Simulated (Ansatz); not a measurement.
# O2: the cost of one run

Program: Ansatz 0.2.0. Level of theory: UKS PBE0-D4/def2-SVP. These are calculated values, not measurements.

## (1) The structure to begin with

Bond lengths: O1–O2 1.210 Å.

As a file:

```xyz
2

O     0.5169   -0.1672    0.2662
O    -0.5169    0.1672   -0.2662
```

## (2) Relaxing the start

Input file input.yaml:

```yaml
crystal:
  periodic: [false, false, false]
  atoms:
    - { symbol: O, position_ang: [0.51693, -0.16724, 0.26625] }
    - { symbol: O, position_ang: [-0.51693, 0.16724, -0.26625] }
magnetization:
  spin_polarized: true
  initial_magnetization: 2
basis:
  gaussian: { orbitals: def2-SVP }
hamiltonian:
  xc: pbe0
  dispersion: d4
relax:
  f_tol: 0.02
  max_steps: 40
```

Started as:

```bash
$ ansatz run input.yaml --threads 1 --pin off --max-ram 2048MiB --backend cpu --events-out ev --progress --plain --runs-dir out
```

What time and memory should one allow on 1 thread of Arm Neoverse V1, shared host?

About 1.5 s, with a peak of 0.08 GiB.
